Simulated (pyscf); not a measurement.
Thermochemistry of product channels of trifluoromethyl (F–C•(F)–F) + silane (SiH₄) on the doublet surface, in kJ/mol, from ωB97M-D3(BJ)/def2-TZVP energies (ideal gas, 1 atm, RRHO with modes under 100 cm⁻¹ raised to 100, one conformer, R ln 2 for rigid chiral ones). Single points on ωB97X-D3(BJ)/def2-SVP structures (PySCF, gas phase).

| products | ΔE | ΔH(298 K) | ΔG(600 K) | ΔG(1200 K) |
|---|---|---|---|---|
| F–C(F)(F)–SiH₂• + hydrogen (H₂) | -6.2 | -12.4 | -6.2 | -9.7 |
| F–SiH₃ + F–CH•–F | -162.0 | -154.2 | -169.2 | -182.6 |

These are energies of the channels, which say nothing of barriers.
